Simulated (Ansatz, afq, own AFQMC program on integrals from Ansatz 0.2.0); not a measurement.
**S, triplet: AFQMC among the cluster methods**

A free S atom.

Basis def2-SVP. Only valence electrons are correlated. Integrals, coupled cluster, full CI and functionals: Ansatz 0.2.0; the random walks run on the same integrals in our own AFQMC program. The CISD trial takes its coefficients from CCSD amplitudes. Released means that phaseless walkers are propagated on without the constraint, phases kept. Error bars are statistical, one sigma.

Determinant: UHF, the one that the program's search chose, which needn't be the lowest solution.

Full CI on the same integrals is exact in this basis and with this determinant's frozen core.

Cautions: the released energies have errors that jump between times, so the bars are unsure, so no released level is given (meV from the phaseless value at times in 1/Eh: -18 ± 16 at 0.24, -2.6 ± 0.7 at 0.50, -4.7 ± 0.9 at 1.00, -4.8 ± 0.6 at 1.50), though the last usable value meets full CI within the noise.

```
T1 diagnostic                               : 0.0072
weight of the determinant in the CISD state : 0.952
⟨S²⟩ of the determinant                     : 2.006
size of the correlated space                : 6 electrons in 13 orbitals
```

```tsv
level	correlation energy (eV)
MP2	-2.2323
CCSD	-2.7314
CCSD(T)	-2.7620
```

(1) Estimate where phaseless AFQMC with a CISD trial lies against CCSD(T) on the same integrals.

(1) 0.16 ± 0.03 mEh below CCSD(T).

Reference: full CI, correlation energy -2.771 eV.

```
        level  E − E(reference) (mEh)  share of correlation (%)
      CCSD(T)                    0.34                     99.67
        CCSDT                    0.09                     99.92
     CCSDT(Q)                    0.02                     99.99
       CCSDTQ                    0.00                    100.00
ph-AFQMC/CISD             0.18 ± 0.03                     99.83
```

CCSDT and higher add their correlation energy to the determinant of the CCSD(T) run, since their own runs factorise the integrals more tightly (a shift of under 2 meV). A walk keeps the symmetry of its determinant, which the program's search chose and which needn't be the lowest solution, so a lower state of the same spin and another symmetry isn't excluded.
